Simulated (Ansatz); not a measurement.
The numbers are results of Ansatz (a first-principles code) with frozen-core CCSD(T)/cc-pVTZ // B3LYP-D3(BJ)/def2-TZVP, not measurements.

Ansatz 0.2 input:
```yaml
crystal:
  periodic: [false, false, false]
  atoms:
    - { symbol: O, position_ang: [0.003092, 0.389615, -0.000001] }
    - { symbol: H, position_ang: [-0.766534, -0.188736, 0.000003] }
    - { symbol: H, position_ang: [0.763442, -0.200878, -0.000002] }
basis:
  gaussian: { orbitals: cc-pVTZ }
correlation:
  method: ccsd_t
```

Output:

```
Functional definition: HF
342 factors; integrals over basis functions are off by at most 6.6e-4 eV
mean field evaluation 1: about -2067.8770 eV, gradient 3.2e1 eV
mean field evaluation 2: about -2067.8771 eV, gradient 3.2e1 eV
mean field evaluation 4: about -2069.6026 eV, gradient 1.4e0 eV
mean field evaluation 8: about -2069.6096 eV, gradient 2.7e-5 eV
mean field evaluation 16: about -2069.6091 eV, gradient 3.3e-1 eV
mean field -2069.60964051 eV, -76.0567514569 hartree, gradient 4.4e-6 eV, S^2 0.000000; 0 other end points of the search recorded, 0 dependent functions left out
1 core orbitals not correlated
reference -2069.60964051 eV, -76.0567514569 hartree; 4, 4 occupied and 53, 53 virtual orbitals, 342 factors
second order -7.12375134 eV of doubles, -0.00000000 eV of singles
cycle   1  -7.13173271 eV  change   -8.0e-3 eV  update   3.8e-2
cycle   2  -7.26407190 eV  change   -1.3e-1 eV  update   1.0e-2
cycle   3  -7.28418692 eV  change   -2.0e-2 eV  update   3.9e-3
cycle   4  -7.28354659 eV  change    6.4e-4 eV  update   7.2e-4
cycle   5  -7.28399955 eV  change   -4.5e-4 eV  update   2.6e-4
cycle   6  -7.28401871 eV  change   -1.9e-5 eV  update   8.4e-5
cycle   7  -7.28402339 eV  change   -4.7e-6 eV  update   2.6e-5
cycle   8  -7.28401344 eV  change    9.9e-6 eV  update   6.7e-6
cycle   9  -7.28401059 eV  change    2.8e-6 eV  update   1.2e-6
perturbative correction -0.20901237 eV, -0.0076810628 hartree
Total energy: -2077.10266347 eV, -76.3321149719 hartree
```

Cost: very roughly 1.5 core-seconds.
